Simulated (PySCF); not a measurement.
Rows and methods have been separated. Pair them.

1,1,2,2-tetrafluoroethane, C2H2F4.
Atom-mapped SMILES: `[F:1][CH:2]([F:3])[CH:4]([F:5])[F:6]` (hydrogens: H7 on C2; H8 on C4)

Geometry (PBE0-D3(BJ)/def2-SVP, Å), atoms numbered from 1 in this order:
```
atom  x, y, z in Å
F1    -1.2422    1.1901    0.1820
C2    -0.6938    0.0515   -0.2810
F3    -0.5900    0.1291   -1.6141
C4     0.6885   -0.1135    0.3373
F5     1.5281    0.7993   -0.1679
F6     1.1478   -1.3429    0.0379
H7    -1.3415   -0.8022   -0.0128
H8     0.6414    0.0029    1.4349
```

The closed-shell ground state was solved 7 times with PySCF (density fitting, gas phase), always with PBE0, in these basis sets: 6-31+G*, IGLO-III, aug-cc-pVDZ, cc-pVTZ, def2-SVP, def2-SVPD and def2-TZVPD.

| row | total energy (Eh) | HOMO (eV) | LUMO (eV) | dipole (D) |
| --- | --- | --- | --- | --- |
| P | -476.3774 | -9.89 | -0.11 | 2.30 |
| Q | -476.5238 | -9.89 | 0.24 | 2.28 |
| R | -476.3305 | -9.97 | 0.30 | 2.43 |
| S | -475.9828 | -10.03 | 0.52 | 2.35 |
| T | -475.9447 | -9.64 | 1.93 | 2.21 |
| U | -476.4934 | -9.73 | 1.38 | 2.18 |
| V | -476.5276 | -9.89 | 0.86 | 2.29 |

Question: Which basis belongs to which row?

Answer: P = aug-cc-pVDZ, Q = def2-TZVPD, R = 6-31+G*, S = def2-SVPD, T = def2-SVP, U = cc-pVTZ, V = IGLO-III. From the lowest total energy up: IGLO-III (230 functions) 0 eV; def2-TZVPD (252 functions) +0.10 eV; cc-pVTZ (208 functions) +0.93 eV; aug-cc-pVDZ (156 functions) +4.09 eV; 6-31+G* (112 functions) +5.36 eV; def2-SVPD (148 functions) +14.82 eV; def2-SVP (94 functions) +15.86 eV.

One conformer stands for the species.
